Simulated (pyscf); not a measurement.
Structures and frequencies: ωB97X-D3(BJ)/def2-SVP in PySCF.

Question: Estimate by transition-state theory the rate constant of HO–SiH•–OH + HCl -> HO–SiH•–Cl + H₂O (doublet surface; O–Si, Cl–H broken, Cl–Si, H–O formed) at 900 K, with ωB97M-D3(BJ)/def2-TZVP energies (ideal gas, 1 atm, RRHO with modes under 100 cm⁻¹ raised to 100, one conformer, R ln 2 for chiral ones without a mode under 150 cm⁻¹; no tunnelling).

Answer: The electronic barrier is 15.8 kcal/mol and the thermal terms add +35.1, so ΔG‡ = 50.9 kcal/mol. With k_BT/h = 1.88e+13 s⁻¹ and RT = 1.788 kcal/mol, and a volume of 1.23e-19 cm³ per molecule at 1 atm, k = 9.8e-19 cm³ molecule⁻¹ s⁻¹. Wigner's tunnelling factor for 239i cm⁻¹ would be 1.01. A shift of 1 kcal/mol in the barrier changes k by a factor 1.7. On the reactant side the descent ends in a complex (not fully relaxed), 6.7 kcal/mol under the separated species and 22.0 kcal/mol under the saddle at ωB97X-D3(BJ)/def2-TZVP. On the product side the descent ends in a bound adduct, 9.0 kcal/mol under the separated species and 27.6 kcal/mol under the saddle at ωB97X-D3(BJ)/def2-TZVP. This is the saddle that the search found; another between the same sides may lie lower.
